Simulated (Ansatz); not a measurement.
# Si2H5Cl (SMILES [SiH3][SiH2]Cl): wB97X/cc-pVDZ

Aim: the energy change on altering one bond length of Si2H5Cl at wB97X/cc-pVDZ, from 2 runs. 

The results are computed with Ansatz 0.2.0.

59 further runs of the same task are left out: 59 set aside as unsound or not needed.

## Step 1: The molecule

Si2H5Cl: 8 atoms, total charge 0, spin state singlet. As SMILES, `[SiH3][SiH2]Cl`. The coordinates come from a PBE0-D4/def2-TZVP relaxation.

Bond lengths: Si1–Si2 2.338 Å, Si2–Cl3 2.065 Å, Si1–H4 1.488 Å, Si1–H5 1.486 Å, Si1–H6 1.486 Å, Si2–H7 1.485 Å, Si2–H8 1.485 Å. Some angles: Si1–Si2–Cl3 108.7°, Si1–Si2–H7 111.9°, Si1–Si2–H8 111.8°, Cl3–Si2–H7 107.7°, Cl3–Si2–H8 107.7°, Si2–Si1–H4 109.6°, Si2–Si1–H5 109.6°, Si2–Si1–H6 109.6°, H7–Si2–H8 108.8°, H4–Si1–H5 109.3°.

## Step 2: The energy at wB97X/cc-pVDZ

Input file molecule.yaml:

```yaml
crystal:
  periodic: [false, false, false]
  atoms:
    - {symbol: Si, position_ang: [-0.706500, 0.881800, -0.390300]}
    - {symbol: Si, position_ang: [0.573400, -0.938800, 0.325900]}
    - {symbol: Cl, position_ang: [2.431600, -0.252900, 0.908000]}
    - {symbol: H, position_ang: [-2.053000, 0.410100, -0.813000]}
    - {symbol: H, position_ang: [-0.034300, 1.540700, -1.540000]}
    - {symbol: H, position_ang: [-0.854500, 1.855700, 0.722100]}
    - {symbol: H, position_ang: [-0.041800, -1.622800, 1.491400]}
    - {symbol: H, position_ang: [0.777200, -1.930900, -0.759900]}
basis:
  gaussian:
    orbitals: cc-pVDZ
hamiltonian:
  xc: {name: wB97X}
accuracy: high
output: {orbitals: {seedname: orbitals}}
```

Launch:

```console
ansatz run molecule.yaml --threads 1 --pin off --max-ram 3480MiB --events-out events.jsonl --progress --plain --runs-dir runs
```

Output:

```text
Warning: RAYON_NUM_THREADS=1 ignored (pool sized by the plan → 1); use --threads N
Functional definition: wB97X
  name "wB97X"
  parameter omega = 0.3/bohr
  parameter cx = 0.157706
  parameter cx1 = 0.726479
  parameter cx2 = 1.04760
  parameter cx3 = -5.70635
  parameter cx4 = 13.2794
  parameter css1 = -4.33879
  parameter css2 = 18.2308
  parameter css3 = -31.7430
  parameter css4 = 17.2901
  parameter cos1 = 2.37031
  parameter cos2 = -11.3995
  parameter cos3 = 6.58405
  parameter cos4 = -3.78132
  exchange = spin_sum(e_x_unif_sr(omega)*poly(b97_u_x, 1 - cx, cx1, cx2, cx3, cx4)) + cx*exact_x_sr(omega)
      + exact_x_lr(omega)
  correlation = spin_sum(e_c_pw_same_spin*poly(b97_u_same, 1, css1, css2, css3, css4))
      + integral(e_c_pw_opposite_spin*poly(b97_u_opposite, 1, cos1, cos2, cos3, cos4))
1853 factors; integrals over basis functions are off by at most 3.8e-9 eV
396 factors; integrals over basis functions are off by at most 2.0e-9 eV
mean field evaluation 1: about -28359.3724 eV, gradient 1.2e1 eV
mean field evaluation 2: about -28359.7775 eV, gradient 6.4e0 eV
mean field evaluation 4: about -28359.9001 eV, gradient 1.1e-1 eV
mean field evaluation 8: about -28359.9789 eV, gradient 4.0e-3 eV
mean field evaluation 16: about -28359.9789 eV, gradient 1.3e-6 eV
mean field -28359.97891473 eV, -1042.2100020320 hartree, gradient 5.6e-8 eV, S^2 0.000000; 0 other end points of the search recorded, 0 dependent functions left out
reference -28359.97891158 eV, -1042.2100019163 hartree; 25, 25 occupied and 54, 54 virtual orbitals, 1853 factors
Total energy: -28359.97891158 eV, -1042.2100019163 hartree
```

Run time: 25 s. Hardware: 1 thread of Arm Neoverse V1, shared host; peak memory 0.48 GiB.

## Step 3: The distorted shape, same level

Input file run.yaml:

```yaml
crystal:
  periodic: [false, false, false]
  atoms:
    - {symbol: Si, position_ang: [-0.614201, 0.984421, -0.565162]}
    - {symbol: Si, position_ang: [0.665699, -0.836179, 0.151038]}
    - {symbol: Cl, position_ang: [2.523899, -0.150279, 0.733138]}
    - {symbol: H, position_ang: [-1.960701, 0.512721, -0.987862]}
    - {symbol: H, position_ang: [0.057999, 1.643321, -1.714862]}
    - {symbol: H, position_ang: [-0.762201, 1.958321, 0.547238]}
    - {symbol: H, position_ang: [-0.041800, -1.622800, 1.491400]}
    - {symbol: H, position_ang: [0.869499, -1.828279, -0.934762]}
basis:
  gaussian: {orbitals: cc-pVDZ}
hamiltonian: {xc: {name: wB97X}}
accuracy: high
output: {orbitals: {seedname: orbitals}}
```

Launch:

```console
ansatz run run.yaml --threads 1 --pin off --max-ram 3480MiB --events-out events.jsonl --progress --plain --runs-dir runs
```

Output, shortened:

```text
Warning: RAYON_NUM_THREADS=1 ignored (pool sized by the plan → 1); use --threads N
Functional definition: wB97X
  name "wB97X"
[...]
      + exact_x_lr(omega)
[...]
      + integral(e_c_pw_opposite_spin*poly(b97_u_opposite, 1, cos1, cos2, cos3, cos4))
1849 factors; integrals over basis functions are off by at most 3.9e-9 eV
397 factors; integrals over basis functions are off by at most 2.4e-9 eV
[...]
mean field -28359.66867760 eV, -1042.1986010280 hartree, gradient 5.0e-8 eV, S^2 0.000000; 0 other end points of the search recorded, 0 dependent functions left out
reference -28359.66867443 eV, -1042.1986009115 hartree; 25, 25 occupied and 54, 54 virtual orbitals, 1849 factors
Total energy: -28359.66867443 eV, -1042.1986009115 hartree
```

Wall time 27 s (1 thread of Arm Neoverse V1, shared host); peak memory 0.48 GiB.

## Step 4: Outcome

At wB97X/cc-pVDZ:

| quantity | value |
| --- | --- |
| first shape: total energy | -1042.21000 Eh |
| first shape: HOMO energy | -10.44 eV |
| first shape: LUMO energy | 1.74 eV |
| first shape: HOMO–LUMO gap | 12.18 eV |
| distorted shape: total energy | -1042.19860 Eh |
| distorted shape: HOMO energy | -10.44 eV |
| distorted shape: LUMO energy | 1.69 eV |
| distorted shape: HOMO–LUMO gap | 12.14 eV |
| energy change with the Si2–H7 bond stretched from 1.485 to 1.708 Å | 0.310 eV |

With the Si2–H7 bond stretched from 1.485 to 1.708 Å the energy rises by 0.31 eV (7.2 kcal/mol). The first shape isn't relaxed at this level, so the change isn't measured from a minimum.
